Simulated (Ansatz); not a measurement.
Relaxation of CH$_{8}$BN (11 atoms, charge 0, multiplicity 1), to a largest force component of 0.03 eV/Å in at most 50 steps.

Level of theory: Ansatz 0.2.0, UKS PBE0-D4/def2-SVP.

```xyz
11
Properties=species:S:1:pos:R:3
B -0.965 0.826 0.172
N -0.165 -0.336 0.565
C 0.308 -1.387 -0.298
H -1.280 0.959 -0.985
H -1.306 1.592 1.041
H 1.007 1.569 -0.096
H 0.988 2.238 -0.310
H 0.091 -0.439 1.541
H 0.112 -1.122 -1.347
H 1.397 -1.548 -0.189
H -0.188 -2.353 -0.095
```

**Question.** Where does it end, and by what steps?

**Answer.** The forces met the threshold. After 18 steps the energy has fallen by 0.368 eV; H7 moved furthest, 1.32 Å.

```csv
step,energy less start (eV),largest force component (eV/Å),accepted
0,0.0000,2.534,yes
1,-0.2466,0.885,yes
2,-0.3119,0.248,yes
3,-0.3357,0.227,yes
4,-0.3459,0.102,yes
5,-0.3500,0.078,yes
6,-0.3441,0.562,no
7,-0.3525,0.061,yes
8,-0.3536,0.196,yes
9,-0.3556,0.130,yes
10,-0.3582,0.153,yes
11,-0.3611,0.127,yes
12,-0.3628,0.132,yes
13,-0.3652,0.133,yes
14,-0.3666,0.110,yes
15,-0.3674,0.125,yes
16,-0.3659,0.243,no
17,-0.3681,0.076,yes
18,-0.3685,0.020,yes
```

```xyz
11
Properties=species:S:1:pos:R:3
B -1.475 0.527 0.213
N -0.344 -0.223 0.504
C 0.314 -1.186 -0.344
H -2.001 0.402 -0.871
H -1.904 1.286 1.052
H 1.582 1.686 -0.044
H 2.276 1.968 -0.180
H 0.087 -0.117 1.416
H -0.215 -1.245 -1.305
H 1.361 -0.904 -0.547
H 0.319 -2.193 0.106
```

Run time: 36 s on 2 threads of Arm Neoverse V2, with other jobs on the host, peak memory 0.19 GiB.
